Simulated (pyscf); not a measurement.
Routes from HN=SiH–Cl + ammonia (NH₃)

Candidate steps break at most two bonds and form at most two. Each was searched with GFN2-xTB (tblite) first. Single points on ωB97X-D3(BJ)/def2-SVP structures (PySCF, gas phase). Energies: ωB97M-D3(BJ)/def2-TZVP, kcal/mol, from the separated reactants, singlet surface; ΔG‡ with ideal gas, 1 atm, RRHO with modes under 100 cm⁻¹ raised to 100, one conformer, R ln 2 for chiral ones without a mode under 150 cm⁻¹.

```json
[
 {"products": "H₂N–SiH(NH₂)–Cl", "type": "addition across a multiple bond or ene-type step", "ΔE‡": "-18.4", "ΔE": "-71.0", "ΔG‡ 298 K": "-7.9", "ΔG‡ 900 K": "14.7", "ν‡ (cm⁻¹)": "1218i"},
 {"products": "HN=Si(NH₂)–Cl + H₂", "type": "four-centre exchange", "ΔE‡": "18.8", "ΔE": "-12.6", "ΔG‡ 298 K": "26.9", "ΔG‡ 900 K": "47.3", "ν‡ (cm⁻¹)": "1472i"}
]
```

Row 1: On the reactant side the descent ends in an adduct with a N–Si contact, 27.2 kcal/mol under the separated species and 7.5 kcal/mol under the saddle at ωB97X-D3(BJ)/def2-TZVP. Row 2: On the reactant side the descent ends in an adduct with a N–Si contact, 27.2 kcal/mol under the separated species and 45.4 kcal/mol under the saddle at ωB97X-D3(BJ)/def2-TZVP. 

Plain bond fissions and candidates not yet searched are not listed, and one of them may be faster. Each barrier is that of the saddle found; lower ones may exist.
